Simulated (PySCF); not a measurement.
## Magnetisability: `InChI=1S/C2H4FN/c3-1-2-4/h2,4H,1H2/b4-2-`

Geometry:
| atom | x (Å) | y (Å) | z (Å) |
| --- | --- | --- | --- |
| N1 | 1.644 | 0.086 | -0.166 |
| C2 | 0.499 | 0.579 | -0.122 |
| C3 | -0.812 | -0.135 | 0.090 |
| F4 | -0.622 | -1.485 | 0.237 |
| H5 | 1.681 | -0.927 | -0.041 |
| H6 | 0.399 | 1.654 | -0.248 |
| H7 | -1.306 | 0.228 | 0.999 |
| H8 | -1.474 | 0.011 | -0.772 |

Computed, not measured: PySCF, GIAO BHandHLYP/pcSseg-1 magnetisability, rotational g tensor and spin-rotation constants, non-relativistic, gas phase. Geometry: GFN2-xTB.

Q: What are the magnetisability and the molar susceptibility?

A: Isotropic -486 × 10⁻³⁰ J/T², or -29.2 × 10⁻⁶ cm³/mol; principal values -600, -472, -384 × 10⁻³⁰ J/T², anisotropy 188 × 10⁻³⁰ J/T² (root of half the summed squared differences of the principal values). The susceptibility is in cgs units.

Q: Split it along the inertial axes a, b, c into diamagnetic and paramagnetic parts about the centre of mass, with the quadrupole moment.

A: 
```csv
axis,χ (10⁻⁶ cm³/mol),diamagnetic (10⁻⁶ cm³/mol),paramagnetic (10⁻⁶ cm³/mol),summed x² of all electrons (Å²),quadrupole Θ (D Å)
a,-27.7,-113.6,85.9,48.6,-8.81
b,-23.9,-233.5,209.7,20.3,+6.68
c,-36.2,-292.5,256.4,6.4,+2.13
```
Anisotropies 2χaa − χbb − χcc = +4.7 and 2χbb − χaa − χcc = +16.1 × 10⁻⁶ cm³/mol. Θ is traceless in Buckingham's convention.

Q: And the rotational g tensor?

A: 
| axis | rotational constant (GHz) | g | nuclear part | electronic part |
| --- | --- | --- | --- | --- |
| a | 18.6453 | -0.0929 | 0.6593 | -0.7523 |
| b | 6.0857 | -0.0673 | 0.5321 | -0.5994 |
| c | 4.7271 | -0.0191 | 0.5502 | -0.5693 |

Asymmetric top; isotopes 12C, 19F, 1H, 14N; no vibrational averaging.
